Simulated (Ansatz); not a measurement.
**[H···H···F], doublet: reading a ladder of total energies**

Geometry: a point of a hydrogen-transfer path between rigid fragments, not a stationary point.

```xyz
3

H     0.0000    0.0000   -0.9307
H     0.0000    0.0000   -0.0397
F     0.0000    0.0000    0.9703
```

Basis cc-pVTZ; Ansatz 0.2.0. Only valence electrons are correlated (noble-gas cores frozen), which leaves 9 electrons in 57 orbitals. Prefix R: restricted or restricted open-shell reference; prefix U: unrestricted.

Full CI isn't at hand for all of this; UCCSDT(Q) serves as the reference, and is uncertain by about the last step of the cluster series.

Runs differ by some tens of microhartree through their thresholds and, for an open shell, their frozen cores, so steps under 0.03 kcal/mol mean nothing.

```csv
level,total energy (hartree)
UHF,-100.513703
UMP2,-100.794964
UCCSD,-100.800456
UCCSD(T),-100.807794
UCCSDT,-100.807946
UCCSDT(Q),-100.808263
```

**Question.** What is the correlation energy at UCCSDT(Q), and what share of it do UMP2 and UCCSDT recover?

**Answer.** E(corr) = -100.808263 − (-100.513703) = -0.294560 hartree = -8.015 eV. UMP2: -0.281261 / -0.294560 = 95.49 %. UCCSDT: -0.294243 / -0.294560 = 99.89 %.

**Question.** By how many kcal/mol does UCCSD(T) miss UCCSDT(Q) (1 hartree = 627.509 kcal/mol), and which steps make up the rest?

**Answer.** -100.807794 − (-100.808263) = 0.000469 hartree = 0.29 kcal/mol. Steps: UCCSDT − UCCSD(T) = -0.10, UCCSDT(Q) − UCCSDT = -0.20 kcal/mol. That is within 1 kcal/mol of the reference in this basis, which itself misses far more of the correlation at the basis-set limit.
